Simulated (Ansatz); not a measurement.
input.yaml (Ansatz)

```yaml
crystal:
  lattice:
    - [12.0, 0.0, 0.0]
    - [0.0, 12.3, 0.0]
    - [0.0, 0.0, 12.6]
  atoms:
    - { symbol: "N", position: [0.5, 0.5, 0.4566178108] }
    - { symbol: "N", position: [0.5, 0.5, 0.5433821892] }
hamiltonian:
  xc: lda
  pseudopotentials:
    kind: paw
    azcp:
      "N": "pseudopotentials/N.paw.azcp"
basis:
  ecutwfc: 420
  fft_grid_basis: typed
kpoints:
  mp_grid: { grid: [1, 1, 1], shift: [0, 0, 0] }
magnetization:
  spin_polarized: false
scf:
  occupations: { method: fermi_dirac, width: 0.01 }
```

Terminal output

```
Warning: the record states the generating functional pbe (its physics header spells it `PBE`), which answers neither for hamiltonian.xc's functional nor for the lda family's — results may be inconsistent (PPs are generated against a specific XC)
Engine: ansatz 0.2.0, aarch64-unknown-linux-gnu
Pseudopotentials: kind: paw
Pseudopotential: N, paw, valence charge 5, recommended cutoff 420 eV (normal) 
Functional definition: SPW92
  exchange = slater_x
  correlation = pw_c
Crystal: 2 atoms, lattice volume = 1859.760 Å³
Basis set: ecut = 420 eV, 36331 PW (Γ)
Bands: 9, of which v1, the nominal top of the filled ones, is band 5 counted from 1 (4 counted from 0)
Symmetry: 8 space group operations
Space group: Pmmm (ITA 47), of the structure as read, at distance tolerance 1.2e-4 Å
k-points: 1
Non-local potential: N, projectors of the file, l = 0: 2, l = 1: 2, l = 2: 1
PAW form: soft (Blöchl's): semilocal exchange-correlation on the pseudo side does not see the compensation charge
PAW frozen core: N, regenerated for the run's functional, and the local potential with it (the file was generated under x = pbe(κ = 0.804, μ = 0.2195149727645171), c = pbe(β = 0.06672455060314922))
PAW one-centre angular grid: N, 110 points (default); XC on 64 Gauss nodes
Initial density: superposition of atomic densities (neutral atoms: chi_scale 0, normalization atom), corrected by the library's trained network
Initial wavefunctions: pseudopotential atomic-orbital guess
Functional: x = slater, c = lda
SCF iter   1: F=—  HF=-747.142161 eV  |F-HF|=—  |Δ(HF+E_count)|=         —  Δρ=1.17e-3  dr2=2.39e-2  ethr=1.77e-3  ⟨swp⟩=5.0  Hψ=57  notcnv=0
SCF iter   2: F=—  HF=-747.143394 eV  |F-HF|=—  |Δ(HF+E_count)|=   1.23e-3  Δρ=4.60e-4  dr2=1.85e-3  ethr=2.39e-4  ⟨swp⟩=3.0  Hψ=27  notcnv=0
SCF iter   3: F=—  HF=-747.149858 eV  |F-HF|=—  |Δ(HF+E_count)|=   6.46e-3  Δρ=1.44e-4  dr2=2.42e-4  ethr=1.85e-5  ⟨swp⟩=5.0  Hψ=22  notcnv=0
SCF iter   4: F=—  HF=-747.151831 eV  |F-HF|=—  |Δ(HF+E_count)|=   1.97e-3  Δρ=1.69e-5  dr2=2.33e-6  ethr=2.42e-6  ⟨swp⟩=6.0  Hψ=25  notcnv=0
SCF iter   5: F=—  HF=-747.151887 eV  |F-HF|=—  |Δ(HF+E_count)|=   5.61e-5  Δρ=4.20e-6  dr2=2.04e-7  ethr=2.33e-8  ⟨swp⟩=2.0  Hψ=17  notcnv=0
SCF iter   6: F=-747.151887 eV  HF=-747.151887 eV  |F-HF|=1.29e-8  |Δ(HF+E_count)|=   7.33e-8  Δρ=1.04e-6  dr2=9.75e-9  ethr=1.00e-9  ⟨swp⟩=2.0  Hψ=18  notcnv=0
SCF 1 converged in 6 iterations: F = -747.151887 eV  dr2 = 9.75e-9
SCF converged after 6 iterations
Free energy (F): -747.151887 eV
Harris-Foulkes:  -747.151887 eV  (|F-HF|=1.29e-8)
Internal energy: -747.151887 eV  (E = F + TS)
E sigma→0 (E₀):  -747.151887 eV
Fermi energy:    -6.184539 eV
--- Per-component energies (eV) ---
  E_band       = -150.846914
  E_kinetic    = 249.957851
  E_local      = -1506.654860  (includes V_loc(G=0)·N_el)
  E_nonlocal   = 99.140794
  E_hartree    = 595.304561
  E_xc         = -112.278117
  E_vxc        = -143.223228  (∫ρ·V_xc dr)
  E_paw        = -236.496051  (= ΣΔE_a)
  E_vpaw       = -40.677244  (= ΣTr[D̂ρ^β])
  E_aug_tail   = 0.000168  (compensation charges beyond the density's cutoff)
  E_ewald      = 163.713679
  E_core_change = 0.160088  (= ΣΔE_core)
  E_smearing   = -0.000000  (= −TS)
  E_closure    = -0.000000  (closes the sum)
  Σ components = -747.151887   (vs F -747.151887, Δ=0.00e0)
```
